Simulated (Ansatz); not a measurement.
# Bromine, solid Br2 (Cmce) under r²SCAN: convergence with the plane-wave cutoff

Aim: find which plane-wave cutoff is enough for energy and pressure. The geometry was relaxed under r²SCAN beforehand and stays fixed; 9 values are run, from 150 to 800 eV. Wanted are the values from which on the energy stays within 10 and 1 meV/atom, and the pressure within 0.5 GPa, of the last run. Within the series other settings stay, but some runs also write fields, which adds to their time. Spin polarisation is left out.

Method: DFT r²SCAN, plane waves with PAW, scalar-relativistic, in Ansatz 0.2.0.

## Step 1: The structure to begin with

It takes space group Cmce (No. 64, orthorhombic). The conventional cell has a = 7.112 Å, b = 4.255 Å, c = 8.770 Å, α = 90.00°, β = 90.00°, γ = 90.00°. Br (site symmetry m) is surrounded by 1 Br at 2.35 Å.

Structure file:

```
Br
1.0
     3.55615   -2.12746    0.00000
     3.55615    2.12746    0.00000
     0.00000    0.00000    8.76998
Br
4
Direct
  0.86082 0.13918 0.11578
  0.63918 0.36082 0.61578
  0.13918 0.86082 0.88422
  0.36082 0.63918 0.38422
```

## Step 2: The usual settings first

input.yaml

```yaml
crystal:
  lattice:
    - [3.5561452287, -2.1274589715, 0.0]
    - [3.5561452287, 2.1274589715, 0.0]
    - [0.0, 0.0, 8.7699810166]
  atoms:
    - { symbol: Br, position: [0.8608174711, 0.1391825289, 0.1157818195] }
    - { symbol: Br, position: [0.6391825289, 0.3608174711, 0.6157818195] }
    - { symbol: Br, position: [0.1391825289, 0.8608174711, 0.8842181805] }
    - { symbol: Br, position: [0.3608174711, 0.6391825289, 0.3842181805] }
hamiltonian:
  xc: r2scan
  pseudopotentials:
    kind: paw
    azcp:
      Br: "pseudopotentials/Br.paw.azcp"
basis:
  ecutwfc: 500
  fft_grid_basis: typed
kpoints:
  mp_grid: { grid: [8, 8, 4], shift: [0, 0, 0] }
magnetization:
  spin_polarized: false
scf:
  occupations: { method: fermi_dirac, width: 0.05 }
  lower_state_search: "off"
output:
  stress: true
  write_density: true
  write_potential: true
  elf: true
  volumetric_format: npy
```

Launch:

```
ansatz run input.yaml --threads 2 --pin off --max-ram 5120MiB --backend cpu --events-out ev --progress --plain --runs-dir out
```

## Step 3: Cutoff 150 eV

The run at 150 eV.

Changes to input.yaml since step 2:

```diff
@@ -17,6 +17,6 @@
 basis:
-  ecutwfc: 500
+  ecutwfc: 150
   fft_grid_basis: typed
 kpoints:
-  mp_grid: { grid: [8, 8, 4], shift: [0, 0, 0] }
+  mp_grid: { grid: [9, 9, 4], shift: [0, 0, 0] }
 magnetization:
@@ -28,5 +28 @@
   stress: true
-  write_density: true
-  write_potential: true
-  elf: true
-  volumetric_format: npy
```

## Step 4: Cutoff 200 eV

The run at 200 eV.

Changes to input.yaml since step 3:

```diff
@@ -17,3 +17,3 @@
 basis:
-  ecutwfc: 150
+  ecutwfc: 200
   fft_grid_basis: typed
```

## Step 5: Cutoff 250 eV

The run at 250 eV.

Changes to input.yaml since step 4:

```diff
@@ -17,3 +17,3 @@
 basis:
-  ecutwfc: 200
+  ecutwfc: 250
   fft_grid_basis: typed
@@ -28 +28,5 @@
   stress: true
+  write_density: true
+  write_potential: true
+  elf: true
+  volumetric_format: npy
```

## Step 6: Cutoff 300 eV

The run at 300 eV.

Changes to input.yaml since step 5:

```diff
@@ -17,3 +17,3 @@
 basis:
-  ecutwfc: 250
+  ecutwfc: 300
   fft_grid_basis: typed
@@ -28,5 +28 @@
   stress: true
-  write_density: true
-  write_potential: true
-  elf: true
-  volumetric_format: npy
```

## Step 7: Cutoff 350 eV

The run at 350 eV.

Changes to input.yaml since step 6:

```diff
@@ -17,3 +17,3 @@
 basis:
-  ecutwfc: 300
+  ecutwfc: 350
   fft_grid_basis: typed
```

## Step 8: Cutoff 420 eV

The run at 420 eV.

Changes to input.yaml since step 7:

```diff
@@ -17,3 +17,3 @@
 basis:
-  ecutwfc: 350
+  ecutwfc: 420
   fft_grid_basis: typed
```

## Step 9: Cutoff 500 eV

The run at 500 eV.

Changes to input.yaml since step 8:

```diff
@@ -17,3 +17,3 @@
 basis:
-  ecutwfc: 420
+  ecutwfc: 500
   fft_grid_basis: typed
@@ -28 +28,5 @@
   stress: true
+  write_density: true
+  write_potential: true
+  elf: true
+  volumetric_format: npy
```

## Step 10: Cutoff 600 eV

The run at 600 eV.

Changes to input.yaml since step 9:

```diff
@@ -17,3 +17,3 @@
 basis:
-  ecutwfc: 500
+  ecutwfc: 600
   fft_grid_basis: typed
@@ -28,5 +28 @@
   stress: true
-  write_density: true
-  write_potential: true
-  elf: true
-  volumetric_format: npy
```

## Step 11: Cutoff 800 eV

The run at 800 eV.

Changes to input.yaml since step 10:

```diff
@@ -17,3 +17,3 @@
 basis:
-  ecutwfc: 600
+  ecutwfc: 800
   fft_grid_basis: typed
@@ -28 +28,5 @@
   stress: true
+  write_density: true
+  write_potential: true
+  elf: true
+  volumetric_format: npy
```

(Steps that only read results are left out.)

Q: Predict the outcome of this session.

As calculated:

| quantity | value |
| --- | --- |
| E(σ → 0) stays within 10 meV/atom of 800 eV | from 350 eV on |
| E(σ → 0) stays within 1 meV/atom | not reached before 800 eV |
| pressure stays within 0.5 GPa | from 150 eV on |
| pressure at 800 eV | -0.02 GPa |
| CPU time, dearest over cheapest | 14 |
| run at the usual settings (mesh 8×8×4 against the series' 9×9×4, 500 eV) | +2.1 meV/atom from 800 eV, -0.02 GPa |

In words: The far end, 150 eV, lies +3463 meV/atom and -0.3 GPa from the yardstick. The energy falls at each step up in cutoff, as the variational principle asks. The total energy has not settled to 1 meV/atom before the last cutoff. The cell taken over is 4 % larger than the measured one (31.89 Å³/atom, COD).
